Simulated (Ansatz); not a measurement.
# Silicon tetrachloride (SiCl4): basis-set convergence

An exercise on one series of results from a longer session: the logs are not shown, and one member is left open.

Method: one geometry, several basis sets; program: Ansatz 0.2.0, Gaussian basis.

The runs, in order: PBE0-D4/def2-SVP; ωB97M-V/def2-SVP; PBE0-D4/def2-QZVPP; ωB97M-V/def2-QZVPP; the functionals' def2-TZVPP values are taken from earlier runs.

## The geometry

An earlier PBE0-D4 in a triple-zeta def2 set relaxation fixed the geometry.

5 atoms, charge 0, spin multiplicity 1.

Atoms are counted from 1 here; the program's logs count them from 0.

Bond lengths: Cl1–Si2 2.021 Å, Si2–Cl3 2.021 Å, Si2–Cl4 2.021 Å, Si2–Cl5 2.021 Å. Angles: Cl1–Si2–Cl3 109.5°, Cl1–Si2–Cl4 109.5°, Cl1–Si2–Cl5 109.5°, Cl3–Si2–Cl4 109.5°, Cl3–Si2–Cl5 109.5°, Cl4–Si2–Cl5 109.5°.

As a file:

```mol
Cl4Si
  3D, bonds by distance, orders not assigned

  5  4  0  0  0  0  0  0  0  0999 V2000
   -0.9626   -0.0876    1.7623 Cl  0  0
    0.0100   -0.0147   -0.0083 Si  0  0
    1.6554   -1.1859    0.0781 Cl  0  0
   -1.2121   -0.6769   -1.4761 Cl  0  0
    0.5593    1.8914   -0.3975 Cl  0  0
  1  2  8  0
  2  3  8  0
  2  4  8  0
  2  5  8  0
M  END
```

The first run:

Input file in.yaml:

```yaml
crystal:
  periodic: [false, false, false]
  atoms:
    - {symbol: Cl, position_ang: [-0.962609, -0.087550, 1.762345]}
    - {symbol: Si, position_ang: [0.009988, -0.014739, -0.008282]}
    - {symbol: Cl, position_ang: [1.655366, -1.185914, 0.078071]}
    - {symbol: Cl, position_ang: [-1.212126, -0.676853, -1.476072]}
    - {symbol: Cl, position_ang: [0.559280, 1.891354, -0.397461]}
basis:
  gaussian: {orbitals: def2-SVP}
hamiltonian: {xc: pbe0, dispersion: d4}
output: {orbitals: {seedname: orbitals}}
```

Steps of the session up to this table: PBE0-D4 in def2-SVP; ωB97M-V in def2-SVP; PBE0-D4 in def2-QZVPP; ωB97M-V in def2-QZVPP.

One table of the session follows, with a row left open; its other results are not shown here.

It belongs to the step «Density functionals: the series». 

| functional | basis | HOMO (eV) |
| --- | --- | --- |
| PBE0-D4 | def2-SVP | -9.45 |
| PBE0-D4 | def2-TZVPP | -9.54 |
| PBE0-D4 | def2-QZVPP | ? |
| ωB97M-V | def2-SVP | -11.63 |
| ωB97M-V | def2-TZVPP | -11.77 |
| ωB97M-V | def2-QZVPP | -11.82 |

Estimate the missing values for PBE0-D4, def2-QZVPP.

The run gave: HOMO (eV): -9.57. In the column «HOMO (eV)» it lies between ωB97M-V, def2-SVP (-11.63) and PBE0-D4, def2-TZVPP (-9.54).
